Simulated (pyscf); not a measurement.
H₂C=C(F)–F (SMILES C=C(F)F) + F–C:–F (SMILES F[C]F) [singlet] → C₃H₂F₄ (SMILES FC1(F)CC1(F)F) (cycloaddition; singlet surface; none broken, C–C, C–C formed). Optimised with ωB97X-D3(BJ)/def2-SVP in PySCF. Energies in kJ/mol from the separated reactants.

| level | barrier | reaction energy |
|---|---|---|
| ωB97X-D3(BJ)/def2-TZVP | 58.2 | -178.6 |
| PBE/def2-TZVP | 16.0 | -173.5 |
| B3LYP-D3(BJ)/def2-TZVP | 39.4 | -157.3 |
| PBE0-D3(BJ)/def2-TZVP | ? | -197.9 |
| ωB97M-D3(BJ)/def2-TZVP | ? | ? |
| HF/def2-TZVP | 123.1 | -126.5 |

**Question.** What belongs in the gaps?

**Answer.** 
- PBE0-D3(BJ)/def2-TZVP, barrier: 26.2
- ωB97M-D3(BJ)/def2-TZVP, barrier: 60.9
- ωB97M-D3(BJ)/def2-TZVP, reaction energy: -159.2

The functionals in the table span 44.9 kJ/mol in this barrier, from PBE to ωB97M-D3(BJ). cyclic C₃H₂F₄ (SMILES FC1(F)CC1(F)F) lies 32.4 kJ/mol over its isomer F–CH=C(F)–CH(F)–F, and others may lie lower still (electronic energy, ωB97M-D3(BJ)). This is the saddle that the search found; another between the same sides may lie lower. One closed-shell reference is unstable to symmetry breaking; treat the single-reference values with care.
